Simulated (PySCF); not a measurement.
## How methods differ on the electron affinity of Cl

Cl⁻ [Ar] (1S) → Cl [Ne] 3s2 3p5 (2P), as a difference of total energies. All numbers are calculated (PySCF 2.14, the spin-free X2C one-electron Hamiltonian (Gaussian nucleus), in x2c-QZVPPall with one added diffuse shell each of s, p, d, f type (10s7p5d3f1g, 86 functions)). Correlated levels: valence and next inner shell: 1s2 frozen. The calculations carry no spin-orbit coupling.

| method | electron affinity (eV) |
| --- | --- |
| UHF | 2.352 |
| MP2 (valence and next inner shell) | 3.687 |
| SCS-MP2 (valence and next inner shell) | 3.595 |
| CCSD (valence and next inner shell) | 3.462 |
| CCSD(T) (valence and next inner shell) | 3.562 |

Task: How much does correlation contribute at CCSD(T) (valence and next inner shell)?

Result: 3.562 − (2.352) = 1.210 eV, measured against UHF.

The reference lies between the lowest fine-structure levels, while these numbers refer to the centres of the terms.

Errors of the correlated levels include the incompleteness of this basis and the frozen core.

For comparison: 3.613 eV (measured; photodetachment measurements, as compiled on the Wikipedia data page of electron affinities).
